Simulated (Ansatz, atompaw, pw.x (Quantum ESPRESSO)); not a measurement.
pw.x on sc Al: one setting changed

Potential: PAW, atompaw 4.2.0.5, PBEsol; core [Ne], reference 3s2 3p1; waves: 3s (bound): rc 2.85 bohr; 3s channel at 1.9 Ry: rc 2.85 bohr; 3p (bound): rc 2.85 bohr; 3p channel at 0.35 Ry: rc 2.85 bohr; 3d channel at 0.15 Ry: rc 2.35 bohr; local part: troulliermartins scheme with l = 3 at -0.5 Ry, radius 1.85 bohr; core correction: smooth core density matched at 2.05 bohr; augmentation: sinc compensation charge, radius 2.70 bohr; PAW radius 2.85 bohr; waves and projectors: custom rrkj gramschmidtortho.

The reference run (k-mesh 12³, cutoffs 40/400 Ry, Fermi–Dirac 0.01 Ry, mixing_beta 0.4, conv_thr 1e-9, no spin) gives 0.22 GPa at 19.657 Å³/atom, where all-electron LAPW gives 0.19 GPa. This run, with its own iteration cap, changes degauss to 0.002.

```
&control
  calculation='scf', prefix='x', pseudo_dir='./', outdir='./tmp', tstress=.true., disk_io='none'
/
&system
  ibrav=0, nat=1, ntyp=1, ecutwfc=40, ecutrho=400, nbnd=8,
  occupations='smearing', smearing='fd', degauss=0.002
/
&electrons
  conv_thr=1e-09, mixing_beta=0.4, electron_maxstep=60
/
ATOMIC_SPECIES
Al 1.0 Al.UPF
CELL_PARAMETERS angstrom
  2.69881063 0.00000000 0.00000000
  0.00000000 2.69881063 0.00000000
  0.00000000 0.00000000 2.69881063
ATOMIC_POSITIONS crystal
Al 0.0000 0.0000 0.0000
K_POINTS automatic
12 12 12 0 0 0
```

```bash
pw.x < Al.scf.in > Al.scf.out
```

Problem. How does the run end?

Solution. It converges in 5 iterations; the free energy moves by +13.9 meV/atom and the pressure by -0.12 GPa. In a metal, with Fermi–Dirac smearing, F lies below its zero-width value by a term in the square of the width.

```
Message from routine setup:
     using ibrav=0 with symmetry is DISCOURAGED, use correct ibrav instead
     lattice parameter (alat)  =       5.1000  a.u.
     unit-cell volume          =     132.6520 (a.u.)^3
     number of electrons       =         3.00
     number of Kohn-Sham states=            8
     kinetic-energy cutoff     =      40.0000  Ry
     charge density cutoff     =     400.0000  Ry
     scf convergence threshold =      1.0E-09
     Exchange-correlation= SLA PW PSX PSC
     number of k points=    84  Fermi-Dirac smearing, width (Ry)=  0.0020
     iteration #  1     ecut=    40.00 Ry     beta= 0.40
     total energy              =     -38.48730626 Ry
     estimated scf accuracy    <       0.00568793 Ry
     iteration #  2     ecut=    40.00 Ry     beta= 0.40
     total energy              =     -38.48616734 Ry
     estimated scf accuracy    <       0.00185348 Ry
     iteration #  3     ecut=    40.00 Ry     beta= 0.40
     total energy              =     -38.48623162 Ry
     estimated scf accuracy    <       0.00000987 Ry
     iteration #  4     ecut=    40.00 Ry     beta= 0.40
     total energy              =     -38.48623257 Ry
     estimated scf accuracy    <       0.00000048 Ry
     iteration #  5     ecut=    40.00 Ry     beta= 0.40
     the Fermi energy is     5.6909 ev
!    total energy              =     -38.48623260 Ry
     estimated scf accuracy    <          8.2E-10 Ry
     smearing contrib. (-TS)   =      -0.00006338 Ry
     convergence has been achieved in   5 iterations
          total   stress  (Ry/bohr**3)                   (kbar)     P=        1.02
     Message from routine punch:
     Nothing written, as per user request (disk_io='none')
```

The run took about 7.6 s on one core of a shared server CPU.
